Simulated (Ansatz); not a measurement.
Process, species as SMILES: CS (CH3-SH) → CH4S+ (doublet, bonded as CS) + e-
B3LYP-D3(BJ)/def2-TZVP geometries, fixed; electronic energies without zero-point terms.

Basis-set convergence of the adiabatic ionisation energy at MP2 with Ansatz (an electronic-structure program). Cartesian d functions, on some or all atoms, in 6-31G*, 6-31+G*, 6-31G**; all else is spherical. Cores are frozen. Open shells are unrestricted. No added dispersion term, no relativity. Functions are those of the species that has most. Reference: Hartree-Fock in aug-cc-pV(Q+d)Z plus the correlation part extrapolated as X^-3 from aug-cc-pV(T+d)Z and aug-cc-pV(Q+d)Z, 9.558 eV, itself unsure by roughly 0.016 eV (a third of the extrapolation step and of the last Hartree-Fock step). Deviations are taken from unrounded values.

| basis | functions | adiabatic ionisation energy (eV) | minus reference (eV) |
|---|---|---|---|
| STO-3G | 18 | 6.076 | -3.482 |
| 3-21G | 30 | 9.087 | -0.471 |
| pcseg-0 | 30 | 9.213 | -0.345 |
| 6-31G* | 42 | 8.998 | -0.560 |
| 6-31+G* | 50 | 9.028 | -0.530 |
| def2-SVP | 52 | 9.080 | -0.478 |
| 6-31G** | 54 | 9.064 | -0.494 |
| aug-pcseg-1 | 86 | 9.242 | -0.316 |
| aug-cc-pV(D+d)Z | 91 | 9.294 | -0.264 |
| 6-311++G(2d,2p) | 102 | 9.292 | -0.266 |
| def2-TZVPD | 119 | 9.382 | -0.176 |
| cc-pV(T+d)Z | 125 | 9.383 | -0.175 |
| def2-TZVPPD | 156 | 9.413 | -0.145 |
| aug-pcseg-2 | 188 | 9.404 | -0.154 |
| aug-cc-pV(T+d)Z | 193 | 9.448 | -0.110 |
| cc-pV(Q+d)Z | 239 | 9.483 | -0.075 |
| def2-QZVPPD | 274 | 9.493 | -0.065 |
| aug-pcseg-3 | 370 | 9.485 | -0.073 |
